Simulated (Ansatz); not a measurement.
Input for Ansatz (a first-principles code): R-CCSD(T)/aug-cc-pVQZ on H2O (SMILES O).

Ansatz 0.2 input:
```yaml
crystal:
  periodic: [false, false, false]
  atoms:
    - {symbol: O, position_ang: [1.53175000, 0.00592200, -0.12088000]}
    - {symbol: H, position_ang: [0.57596800, -0.00524900, 0.02496600]}
    - {symbol: H, position_ang: [1.90624900, -0.03756100, 0.76321800]}
basis:
  gaussian:
    orbitals: aug-cc-pVQZ
magnetization: {spin_polarized: false}
correlation: {method: ccsd_t, electrons: outside_noble_gas}
scf: {lower_state_search: off}
```

Program output:

```
WARN ansatz: RAYON_NUM_THREADS=1 ignored (pool sized by the plan → 1); use --threads N
Functional definition: HF
these checks for a lower state are left out or cut short: stability, starts, cluster_reference, orbital_swaps, neighbouring_geometries, increment
integrals: 0.53 GiB planned
1027 factors; integrals over basis functions are off by at most 1.0e-3 eV
mean field: 0.31 GiB planned
mean field evaluation 1: about -2067.9589 eV, gradient 3.4e1 eV
mean field evaluation 2: about -2067.9588 eV, gradient 3.4e1 eV
mean field evaluation 4: about -2069.8371 eV, gradient 1.4e0 eV
mean field evaluation 8: about -2069.8450 eV, gradient 4.7e-5 eV
mean field -2069.84503982 eV, -76.0654022220 hartree, gradient 1.8e-6 eV, S^2 0.000000; 0 other end points of the search recorded, 0 dependent functions left out
1 core orbitals not correlated
reference -2069.84503982 eV, -76.0654022220 hartree; 4, 4 occupied and 167, 167 virtual orbitals, 1027 factors
second order -7.79470269 eV of doubles, -0.00000000 eV of singles
coupled cluster: 1.04 GiB planned
cycle   1  -7.68311346 eV  change    1.1e-1 eV  update   4.7e-2
cycle   2  -7.82529448 eV  change   -1.4e-1 eV  update   1.3e-2
cycle   3  -7.85951273 eV  change   -3.4e-2 eV  update   5.9e-3
cycle   4  -7.85552020 eV  change    4.0e-3 eV  update   1.2e-3
cycle   5  -7.85537741 eV  change    1.4e-4 eV  update   4.7e-4
cycle   6  -7.85547193 eV  change   -9.5e-5 eV  update   1.2e-4
cycle   7  -7.85541526 eV  change    5.7e-5 eV  update   3.9e-5
cycle   8  -7.85540339 eV  change    1.2e-5 eV  update   1.1e-5
cycle   9  -7.85540251 eV  change    8.8e-7 eV  update   3.4e-6
perturbative correction -0.25689914 eV, -0.0094408693 hartree
Total energy: -2077.95734147 eV, -76.3635238090 hartree
Checks for a lower state left out: stability, starts, cluster_reference, orbital_swaps, neighbouring_geometries, increment
```

The run converged.

Cost: roughly 8 core-seconds.
